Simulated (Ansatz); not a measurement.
## How well does each level of theory give the bulk modulus of rock-salt HfN?

Reference value: 260 GPa (measured, room temperature, no zero-point or thermal correction, our sources range from 260 to 306; as tabulated in Synthesis of Binary Transition Metal Nitrides, Carbides and Borides from the …).

```json
[
 {"level (code)": "LDA (Ansatz)", "value (GPa)": "302", "cell (Å³/atom)": "11.15", "difference (%)": "+16.2"},
 {"level (code)": "PBE (Ansatz)", "value (GPa)": "263", "cell (Å³/atom)": "11.76", "difference (%)": "+1.2"},
 {"level (code)": "r²SCAN+SOC (Ansatz)", "value (GPa)": "282", "cell (Å³/atom)": "11.57", "difference (%)": "+8.5"},
 {"level (code)": "r²SCAN0 (Ansatz)", "value (GPa)": "296", "cell (Å³/atom)": "11.49", "difference (%)": "+13.8"},
 {"level (code)": "Hartree–Fock (Ansatz)", "value (GPa)": "287", "cell (Å³/atom)": "12.01", "difference (%)": "+10.4"}
]
```

The levels aren't ranked against this reference (sources at odds).

The reference isn't brought to a static lattice, while the calculations are for one, so the differences are not the levels' errors alone. A static lattice is as a rule stiffer than a warm one, by over a tenth in soft solids.  Density-functional levels without +SOC have no spin–orbit coupling. Each level is taken at its own relaxed cell. Cutoffs and k meshes differ between the levels. Ansatz's density-functional and Hartree–Fock values are scalar-relativistic unless marked +SOC, with PAW data made under PBE.

Differences are worked out from the printed values.

Ansatz is a quantum-chemistry and plane-wave program.
